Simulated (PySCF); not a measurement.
Isomers of C2H3NO. The calculation used PySCF 2.14.0, PBE0-D3(BJ)/def2-SVP geometry optimisation, gas phase. Energies are electronic, without zero-point or thermal terms, for one conformer each. No frequencies were run at this level. Point groups hold within 0.08 Å.

Question: Order them by energy at this level, lowest first, and give relative energies in kJ/mol.
A. `[H]/[N:1]=[CH:2]\[CH:3]=[O:4]` with N1–C2–C3–O4 0°
B. `[CH2:1]=[N:2][CH:3]=[O:4]` with C1–N2–C3–O4 -68°
C. `[CH2:1]=[CH:2][N:3]=[O:4]` with C1–C2–N3–O4 180° (nitrosoethylene)

Answer: B (0.0), A (12.8), C (201.5).

As drawn, the lowest has a C=O bond, a C=N bond and a C(=O)–N unit, which the highest lacks; the highest has an N–O linkage and a C=C bond outside aromatic rings, which the lowest lacks.

```json
{"SMILES": "C=NC=O", "E (Eh)": "-207.56488", "E rel (kJ/mol)": "0.0", "dipole (D)": "2.89", "point group": "C1", "A, B, C (MHz)": "31457, 5911, 5289"}
{"SMILES": "[H]/N=C\\C=O", "E (Eh)": "-207.55999", "E rel (kJ/mol)": "12.8", "dipole (D)": "2.02", "point group": "Cs", "A, B, C (MHz)": "23908, 6595, 5169"}
{"SMILES": "C=CN=O", "E (Eh)": "-207.48815", "E rel (kJ/mol)": "201.5", "dipole (D)": "3.13", "point group": "Cs", "A, B, C (MHz)": "53557, 5114, 4669"}
```

How do the relative energies change in single points at PBE0/pcSseg-1 (no added dispersion term) on the same geometries?

| SMILES | PBE0-D3(BJ)/def2-SVP (kJ/mol) | PBE0/pcSseg-1 (kJ/mol) | shift |
| --- | --- | --- | --- |
| C=NC=O | 0.0 | 0.0 | 0.0 |
| [H]/N=C\C=O | 12.8 | 13.7 | +0.9 |
| C=CN=O | 201.5 | 196.6 | -4.9 |

Each column counts from its own lowest isomer. The order is unchanged; the largest shift is 4.9 kJ/mol.

As an exercise, what shares would exp(−E/RT) give at 2000 K from these electronic energies alone (no entropy, no degeneracies)?

RT = 16.629 kJ/mol: C=NC=O 68.4 %, [H]/N=C\C=O 31.6 %, C=CN=O under 0.1 %.
